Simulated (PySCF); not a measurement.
Gas-phase reaction: 3 CH3SiH + 2 C3H7 (i-propyl) + 2 H2 → 3 (CH3)3SiH

Method: PySCF energies plus ideal-gas RRHO corrections (1 bar). † marks an energy on the PBE0/def2-TZVP geometry and frequencies; other levels use their own. MP2 freezes the core. 6-31G* has spherical d functions here. Open shells (unrestricted): C3H7 (i-propyl) (multiplicity 2); the rest are closed-shell singlets. CH3SiH: computed as isolated molecules; such fragments, hydroxides, amides, oligomers or adducts are transient or little studied in the gas. MP2 isn't extrapolated to the basis-set limit.

PBE/def2-SVP gives ΔH°(298 K) = -1192 kJ.

Task: What do MP2/def2-TZVPP†, HF/6-31G*, ωB97X-V/def2-TZVP† give?

Result: MP2/def2-TZVPP†: -1316 kJ; HF/6-31G*: -1067 kJ; ωB97X-V/def2-TZVP†: -1280 kJ. For scale, ΔH°(298 K) is -1192 kJ at this level, -1249 kJ at ωB97M-V/def2-TZVP†, and runs from -1354 to -1019 kJ over the 18 levels computed († marks an energy on the PBE0/def2-TZVP geometry).
